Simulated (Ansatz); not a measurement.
**S2F (sextet): wave-function methods side by side, def2-QZVPP**

The task here is to estimate one member of a computed series from the others.

Program: Ansatz 0.2.0, Gaussian basis. Level of theory: def2-QZVPP, core rule «outside noble gas», up to 11 orbitals frozen. These are calculated values, not measurements.

To be run: UHF; ROHF; CCSD(T) on UHF.

**The geometry**

The geometry is a PBE0/def2-TZVP stationary point (not a proven minimum) of the parent state, kept for this charge and spin.

3 atoms, charge 0, spin multiplicity 6.

Atoms are counted from 1 here; the program's logs count them from 0.

Bond lengths: F1–S2 1.740 Å, S2–S3 1.950 Å. Angles: F1–S2–S3 180.0°.

The first run:

Contents of in.yaml:

```yaml
crystal:
  periodic: [false, false, false]
  atoms:
    - {symbol: F, position_ang: [0.000000, 0.000000, 1.810100]}
    - {symbol: S, position_ang: [0.000000, 0.000000, 0.070000]}
    - {symbol: S, position_ang: [0.000000, 0.000000, -1.880100]}
basis:
  gaussian: {orbitals: "def2-QZVPP.json"}
magnetization: {spin_polarized: true, initial_magnetization: 5}
hamiltonian: {xc: hf}
output: {orbitals: {seedname: orbitals}}
```

Command:

```
ansatz run in.yaml --threads 1 --pin off --events-out ev --progress --plain --max-ram 2393MiB
```

Among the steps run: UHF; ROHF; CCSD(T) on UHF.

One of the session's tables, all rows but one given; the rest of the session is left out.

```
  method  from UCCSD(T) (meV)
    ROHF             +18154.1
     UHF             +17625.6
    UMP2                    ?
   UCCSD               +846.8
UCCSD(T)                    0
```

Estimate the missing values for UMP2.

As computed: from UCCSD(T) (meV): +1618.7. In the column «from UCCSD(T) (meV)» it lies between UCCSD (+846.8) and UHF (+17625.6).
